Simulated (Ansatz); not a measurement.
CaB6-type LaB6, treated with PBE (plane waves, PAW; Ansatz, a quantum-chemistry and plane-wave program).

Numerical settings: plane-wave cutoff 520 eV, 16×16×16 k mesh, Fermi–Dirac smearing 0.086 eV (set by the program), scalar-relativistic PAW data made under PBE.

Cell (measured lattice):

```cif
data_B6La
_chemical_formula_sum 'La1 B6'
_space_group_name_H-M_alt 'Pm-3m'
_space_group_IT_number 221
_space_group_name_Hall '-P 4 2 3'
_cell_length_a 4.15706
_cell_length_b 4.15706
_cell_length_c 4.15706
_cell_angle_alpha 90.000
_cell_angle_beta 90.000
_cell_angle_gamma 90.000
loop_
_atom_site_label
_atom_site_type_symbol
_atom_site_symmetry_multiplicity
_atom_site_Wyckoff_symbol
_atom_site_fract_x
_atom_site_fract_y
_atom_site_fract_z
_atom_site_occupancy
La1 La 1 a 0.00000 0.00000 0.00000 1
B1 B 6 f 0.19984 0.50000 0.50000 1
```

### Question
Estimate the elastic constant C11, Voigt–Reuss–Hill bulk modulus, elastic constant C12, Young modulus and elastic constant C44 that the calculation returns.

### Answer

* **elastic constant C11**: 470 GPa
* **Voigt–Reuss–Hill bulk modulus**: 173 GPa
* **elastic constant C12**: 24.1 GPa
* **Young modulus**: 310 GPa
* **elastic constant C44**: 88.0 GPa

Measured, for comparison: elastic constant C11 477 ± 26 GPa, elastic constant C44 90 ± 5 GPa (temperature not stated, no zero-point or thermal correction; as tabulated in Z. Phys. B, doi 10.1007/BF01469434 (note on Brillouin scattering of LaB6)). Computed (rounded) less measured: elastic constant C11 -1 % (inside the measured uncertainty), elastic constant C44 -2 % (inside the measured uncertainty).

Note: the cell isn't this level's own, so it is under some stress, which shifts stiffness and frequencies.

Elastic constants are with the ions relaxed.

Spin–orbit coupling is not included.

The computed numbers hold no vibrational or temperature effects.

The result took about 22 core-minutes (a rough figure).
